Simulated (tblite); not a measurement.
C3H5O (doublet state).
SMILES with atom numbers: `[OH:1][C:2]1[CH2:3][CH2:4]1` (hydrogens: H5 on O1; H6, H7 on C3; H8, H9 on C4)

Computed with GFN2-xTB (tblite), gas phase: L-BFGS steps from a force-field or distance-geometry start until the largest atomic force falls under 0.01 eV/Å.

Step 106: E = -351.4370 eV
```
atom  x, y, z in Å  |  force x, y, z in eV/Å
O1      1.7301   -0.5888   -0.2517    0.031   0.056  -0.030
C2      0.4154   -0.3793   -0.5376   -0.017   0.016   0.008
C3     -0.7071   -0.6423    0.3737   -0.036   0.081  -0.078
C4     -0.4283    0.7671   -0.1500    0.013  -0.079   0.094
H5      2.2670    0.1602   -0.5403   -0.036  -0.006   0.006
H6     -0.5228   -0.8587    1.4204    0.000  -0.047  -0.076
H7     -1.5697   -1.1404   -0.0422   -0.063  -0.043   0.110
H8     -1.1440    1.1907   -0.8397    0.085  -0.059  -0.088
H9     -0.0268    1.4972    0.5422    0.023   0.081   0.052
```

Step 107: E = -351.4390 eV
```
atom  x, y, z in Å  |  force x, y, z in eV/Å
O1      1.7286   -0.5937   -0.2601    0.042   0.046  -0.006
C2      0.4138   -0.3765   -0.5379   -0.015   0.014   0.002
C3     -0.7075   -0.6416    0.3745    0.002   0.113  -0.086
C4     -0.4276    0.7700   -0.1485    0.007  -0.121   0.116
H5      2.2682    0.1593   -0.5321   -0.041   0.002  -0.003
H6     -0.5170   -0.8665    1.4184   -0.003  -0.014  -0.070
H7     -1.5715   -1.1393   -0.0368   -0.080  -0.044   0.085
H8     -1.1395    1.1877   -0.8448    0.051  -0.044  -0.085
H9     -0.0340    1.5064    0.5422    0.036   0.047   0.049
```

Step 108: E = -351.4412 eV
```
atom  x, y, z in Å  |  force x, y, z in eV/Å
O1      1.7268   -0.5971   -0.2692    0.055   0.034   0.009
C2      0.4117   -0.3751   -0.5396    0.009   0.004  -0.013
C3     -0.7085   -0.6406    0.3741   -0.015   0.064  -0.046
C4     -0.4256    0.7712   -0.1461   -0.018  -0.071   0.087
H5      2.2663    0.1633   -0.5205   -0.050  -0.002  -0.008
H6     -0.5107   -0.8761    1.4149   -0.002   0.026  -0.071
H7     -1.5779   -1.1389   -0.0279   -0.042  -0.010   0.059
H8     -1.1329    1.1837   -0.8516    0.039  -0.032  -0.045
H9     -0.0354    1.5154    0.5408    0.024  -0.014   0.028
```

Step 109: E = -351.4426 eV
```
atom  x, y, z in Å  |  force x, y, z in eV/Å
O1      1.7287   -0.5972   -0.2741   -0.006   0.005   0.022
C2      0.4115   -0.3767   -0.5388    0.002   0.000  -0.005
C3     -0.7110   -0.6403    0.3737    0.022   0.031  -0.021
C4     -0.4238    0.7702   -0.1430   -0.010  -0.050   0.027
H5      2.2588    0.1709   -0.5178   -0.005   0.022  -0.014
H6     -0.5116   -0.8801    1.4127    0.009   0.038  -0.039
H7     -1.5827   -1.1394   -0.0218   -0.041   0.002   0.020
H8     -1.1234    1.1813   -0.8570    0.016  -0.017  -0.021
H9     -0.0328    1.5171    0.5409    0.013  -0.032   0.032
```

Problem. Estimate the geometry and energy of step 110. (The exact step hangs on the optimiser's Hessian estimate; all steps are aligned on step 109, rigid shifts and turns removed.)

Solution. E = -351.4432 eV, largest force 0.042 eV/Å
```
atom  x, y, z in Å  |  force x, y, z in eV/Å
O1      1.7289   -0.5952   -0.2747   -0.026   0.014   0.005
C2      0.4106   -0.3798   -0.5417    0.036  -0.015  -0.003
C3     -0.7119   -0.6408    0.3720   -0.016  -0.023   0.008
C4     -0.4220    0.7672   -0.1432   -0.019   0.021  -0.011
H5      2.2528    0.1797   -0.5121   -0.006   0.000  -0.007
H6     -0.5100   -0.8799    1.4102    0.014   0.029  -0.023
H7     -1.5894   -1.1376   -0.0168    0.004   0.017   0.011
H8     -1.1203    1.1795   -0.8584    0.019  -0.009  -0.002
H9     -0.0250    1.5127    0.5395   -0.006  -0.035   0.022
```

The energy changes by -0.0007 eV. The first-order estimate −F·Δx gives -0.0011 eV and the mean of the old and new forces, exact on a quadratic surface, -0.0007 eV. The step makes an angle of 62° with the force vector and moves no atom by more than 0.012 Å.

The cost below is that of the whole relaxation. Hardware: an Arm Neoverse V1 with one thread (shared host). Cost: 0.34 s wall.
